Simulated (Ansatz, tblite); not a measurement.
Cost and result up the ladder for B2P⁺ (the lowest singlet isomer of a short search) (3 atoms). Charge 1, multiplicity 1. Geometry: r2SCAN-D4/def2-TZVP.

| atom | x (Å) | y (Å) | z (Å) |
| --- | --- | --- | --- |
| B1 | -0.350 | -0.236 | -0.831 |
| B2 | 0.464 | 0.802 | -0.102 |
| P3 | -0.114 | -0.567 | 0.933 |

Ansatz on 4 threads of Arm Neoverse V2 on a shared host; xTB runs through tblite on one thread. Times are rough, summed over both states, and most runs start from the orbitals of an earlier one. ωB97M-V/def2-TZVP serves as the yardstick here, not as an exact answer. The other state is a triplet at its own geometry.

The xTB rows come from tblite. B3LYP takes the VWN-RPA correlation. Correlated methods freeze 7 core orbitals. In CCSD on the charge 1 triplet the largest single amplitude is 0.16, so its Hartree–Fock determinant may place the open shell otherwise than the density functionals do. The structure comes from a short search, and lower isomers may exist.

Run but left out: HF/STO-3G (singlet: restricted singlet, unstable in another Hartree–Fock run and untested here); HF/def2-TZVP, HF/def2-TZVPP (singlet: restricted singlet, unstable towards broken spin symmetry); MP2/def2-TZVP, MP2/def2-TZVPP (triplet: ⟨S²⟩ 2.51, where a pure state has 2.00).

Correlated methods converge slowly with the basis.

xTB has no spin-polarisation term.

```
                         level  functions  triplet − singlet (eV)  difference from ωB97M-V/def2-TZVP (eV)                                                                                                                             remarks
PBE-D4/def2-TZVP (with forces)         99                    0.93                                   -0.30                                                                                                                                   –
             ωB97M-V/def2-TZVP         99                    1.22                                    0.00                                                                                                                                   –
             PBE0-D4/def2-TZVP         99                    0.84                                   -0.38                                                                                                                                   –
                      GFN1-xTB         17                    1.15                                   -0.07                                                                                                                                   –
        CAM-B3LYP-D4/def2-TZVP         99                    0.94                                   -0.28                                                                                                                                   –
             RPA@PBE/def2-TZVP         99                    1.17                                   -0.05                                                                                                                                   –
            CCSD(T)/def2-TZVPP        104                    1.31                                    0.09  large T1 (0.059) (singlet), large T1 (0.068) (triplet), restricted SCF unstable (singlet), spin-contaminated (⟨S²⟩ 2.51) (triplet)
                      GFN2-xTB         17                    1.85                                    0.62                                                                                                                                   –
            B3LYP-D4/def2-TZVP         99                    0.96                                   -0.26                                                                                                                                   –
          r2SCANh-D4/def2-TZVP         99                    0.64                                   -0.59                                                                                             spin-contaminated (⟨S²⟩ 2.13) (triplet)
           r2SCAN-D4/def2-TZVP         99                    0.66                                   -0.57                                                                                                                                   –
```

Problem. Estimate how long each takes.

Solution. GFN1-xTB 0.002 s; GFN2-xTB 0.004 s; PBE-D4/def2-TZVP (with forces) 1.2 s; B3LYP-D4/def2-TZVP 1.5 s; RPA@PBE/def2-TZVP 1.6 s; PBE0-D4/def2-TZVP 1.9 s; CAM-B3LYP-D4/def2-TZVP 2.4 s; r2SCAN-D4/def2-TZVP 2.5 s; r2SCANh-D4/def2-TZVP 2.7 s; CCSD(T)/def2-TZVPP 3.1 s; ωB97M-V/def2-TZVP 7.4 s. On shared hardware such times vary by a factor of up to 3.
